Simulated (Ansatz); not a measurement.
Born–Oppenheimer molecular dynamics of BClH₅N (8 atoms, charge 0, multiplicity 1). It starts at the highest image of a converged band. Of that band: The profile has 2 maxima (images 3, 7) with wells between them (image 5): this band takes more than one step, which may be the mechanism or a detour left from its start path. Neighbouring images differ by up to 1.3 eV, so the band resolves the path poorly. A vibrational analysis at the climbing image gives one clearly imaginary mode, 762i cm⁻¹: a first-order saddle point.

Level of theory: Ansatz 0.2.0, RKS PBE0-D4/def2-SVP.

```json
{
  "ensemble": "NVE (velocity Verlet)",
  "time step": "0.5 fs",
  "steps asked": "200",
  "starting velocities drawn for": "100 K",
  "seed": "6705"
}
```

First frame:

```xyz
8
Properties=species:S:1:pos:R:3
B -0.102 0.264 0.013
Cl -0.394 0.289 2.181
H 0.960 -0.275 -0.135
N -1.251 -0.029 -0.750
H -1.360 -0.967 -1.113
H -2.138 0.431 -0.592
H 0.118 1.589 0.038
H -0.100 1.347 0.954
```

(1) How far do the bonds stretch over the last three quarters of this one trajectory? (Pairs bonded in most of those frames.)

## Answers

(1) 
```tsv
bond	mean (Å)	spread (Å)	shortest	longest
B1–Cl2	1.820	0.134	1.65	2.14
B1–H3	1.208	0.027	1.15	1.27
B1–N4	1.407	0.042	1.33	1.47
N4–H5	1.018	0.008	1.00	1.03
N4–H6	1.017	0.009	1.00	1.04
H7–H8	0.772	0.024	0.74	0.86
```

Mean temperature of the second half: 1542 K. The conserved energy stayed within 0.095 meV per atom of its start (net change -0.067 meV per atom), so the integration is sound. The kinetic energy rose, since the run started high on the potential surface and went downhill. It ends in pieces (BClH3N + H2), so much of that is their flight and rotation, not heat. A run of 0.1 ps of so small a system gives no equilibrium averages. The orbitals stay closed-shell, which can raise the energy where a bond breaks towards radicals; this wasn't checked here.

Run time: 5.4 min on 1 thread of Arm Neoverse V2, with other jobs on the host, peak memory 0.12 GiB.
